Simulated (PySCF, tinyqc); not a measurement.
G0W0 on RHF in the sto-6g basis, for CH+, spin multiplicity 1, step by step. The lowest restricted solution is unstable here: a spin-polarised one lies 0.0109 hartree lower (PySCF). One step of it, computed by the program tinyqc.

Task: Iteration 1: building the Fock matrix. J_ij = sum D_kl (ij|kl), K_ij = sum D_kl (ik|jl); F = H + J - 0.5 K; E = tr D H + tr D J / 2 - 0.25 tr D K + E_nn.

D at the start, lower triangle:
```
            1C 1s      1C 2s    1C 2px    1C 2py     1C 2pz     2H 1s
1C 1s    2.128359
1C 2s   -0.530502   2.190494
1C 2px   0.000000   0.000000  0.000000
1C 2py   0.000000   0.000000  0.000000  0.000000
1C 2pz  -0.015093   0.074220  0.000000  0.000000   2.084526
2H 1s    0.042908  -0.164341  0.000000  0.000000  -0.203259  0.031106
```

core Hamiltonian H = T + V (hartree), lower triangle:
```
             1C 1s      1C 2s     1C 2px     1C 2py     1C 2pz      2H 1s
1C 1s   -18.257910
1C 2s    -4.188702  -4.985789
1C 2px    0.000000   0.000000  -3.982961
1C 2py    0.000000   0.000000   0.000000  -3.982961
1C 2pz   -0.007698  -0.084134   0.000000   0.000000  -4.030275
2H 1s    -0.302608  -0.899305   0.000000   0.000000  -0.887077  -2.378689
```

Two-electron integrals (ij|kl) in chemists' order, unique and non-zero (hartree):
```
(11|11) 3.543743   (21|11) 0.529462   (21|21) 0.100317   (22|11) 0.853596
(22|21) 0.199930   (22|22) 0.624844   (31|31) 0.021271   (32|31) 0.031868
(32|32) 0.138108   (33|11) 0.853598   (33|21) 0.199930   (33|22) 0.624843
(33|33) 0.673218   (41|41) 0.021271   (42|41) 0.031868   (42|42) 0.138108
(43|43) 0.036281   (44|11) 0.853598   (44|21) 0.199930   (44|22) 0.624843
(44|33) 0.600655   (44|44) 0.673218   (51|51) 0.021271   (52|51) 0.031868
(52|52) 0.138108   (53|53) 0.036281   (54|54) 0.036281   (55|11) 0.853598
(55|21) 0.199930   (55|22) 0.624843   (55|33) 0.600655   (55|44) 0.600655
(55|55) 0.673218   (61|11) 0.039646   (61|21) 0.007248   (61|22) 0.014271
(61|33) 0.014219   (61|44) 0.014219   (61|51) 0.000477   (61|52) 0.000938
(61|55) 0.014373   (61|61) 0.000538   (62|11) 0.125989   (62|21) 0.030117
(62|22) 0.107828   (62|33) 0.105079   (62|44) 0.105079   (62|51) 0.003018
(62|52) 0.022416   (62|55) 0.113327   (62|61) 0.002260   (62|62) 0.028307
(63|31) 0.002757   (63|32) 0.015297   (63|53) 0.004060   (63|63) 0.002854
(64|41) 0.002757   (64|42) 0.015297   (64|54) 0.004060   (64|64) 0.002854
(65|11) 0.122896   (65|21) 0.029711   (65|22) 0.112088   (65|33) 0.106925
(65|44) 0.106925   (65|51) 0.005195   (65|52) 0.035885   (65|55) 0.122414
(65|61) 0.002307   (65|62) 0.034650   (65|65) 0.044462   (66|11) 0.317889
(66|21) 0.077276   (66|22) 0.314122   (66|33) 0.300995   (66|44) 0.300995
(66|51) 0.007535   (66|52) 0.078374   (66|55) 0.340377   (66|61) 0.005819
(66|62) 0.117168   (66|65) 0.156359   (66|66) 0.774999
```

nuclear repulsion = 1.91153719 hartree

Give: Coulomb J; exchange K; Fock matrix F; total energy of this density.

Result:

Coulomb J (hartree), lower triangle:
```
         1C 1s  1C 2s  1C 2px  1C 2py  1C 2pz  2H 1s
1C 1s   10.552
1C 2s    1.856  4.206
1C 2px   0.000  0.000   4.158
1C 2py   0.000  0.000   0.000   4.158
1C 2pz   0.001  0.000   0.000   0.000   4.302
2H 1s    0.137  0.692   0.000   0.000   0.712  1.926
```

exchange K (hartree), lower triangle:
```
        1C 1s  1C 2s  1C 2px  1C 2py  1C 2pz  2H 1s
1C 1s   7.246
1C 2s   1.123  1.617
1C 2px  0.000  0.000   0.383
1C 2py  0.000  0.000   0.000   0.383
1C 2pz  0.000  0.003   0.000   0.000   1.658
2H 1s   0.090  0.240   0.000   0.000   0.222  0.081
```

Fock matrix F (hartree), lower triangle:
```
          1C 1s   1C 2s  1C 2px  1C 2py  1C 2pz   2H 1s
1C 1s   -11.329
1C 2s    -2.894  -1.588
1C 2px    0.000   0.000  -0.017
1C 2py    0.000   0.000   0.000  -0.017
1C 2pz   -0.007  -0.086   0.000   0.000  -0.558
2H 1s    -0.211  -0.327   0.000   0.000  -0.287  -0.493
```

total energy of this density = -37.43794 hartree
